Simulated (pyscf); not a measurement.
H₂O (SMILES O) + [HO–Ga–OH]• (SMILES [OH][Ga][OH]) → HO–Ga(OH)–OH (SMILES [OH][Ga]([OH])[OH]) + H• (SMILES [H]), a substitution at O (doublet surface; H–O broken, Ga–O formed). Optimised with ωB97X-D3(BJ)/def2-SVP in PySCF. Energies in kJ/mol from the separated reactants.

Small-basis levels: PySCF, no dispersion term, spherical d functions. Open shells are spin-unrestricted. 

**Question.** In single points B3LYP/LANL2DZ puts the saddle at 58.2 kJ/mol and the reaction energy at +31.8 kJ/mol. Should these be trusted to within a few kcal/mol? Compare with ωB97M-D3(BJ)/def2-TZVP.

**Answer.** ωB97M-D3(BJ)/def2-TZVP gives ΔE‡ = 122.3 kJ/mol and ΔE = +71.2 kJ/mol. B3LYP/LANL2DZ lies 64.1 kJ/mol under it in the barrier and 39.4 kJ/mol under it in the reaction energy, so on this step it does not hold to within 12.6 kJ/mol. ωB97M-D3(BJ)/def2-TZVP has limits of its own. On the reactant side the descent ends in an adduct with a Ga–O contact, 66.8 kJ/mol under the separated species and 184.7 kJ/mol under the saddle at ωB97X-D3(BJ)/def2-TZVP. What is counted as formed (Ga–O) is already present as a longer contact in the reactant adduct; forming that adduct is a step of its own. This is the saddle that the search found; another between the same sides may lie lower. The angle at the attacked O is 128°. In the def2 sets elements up to Kr have no core potential.
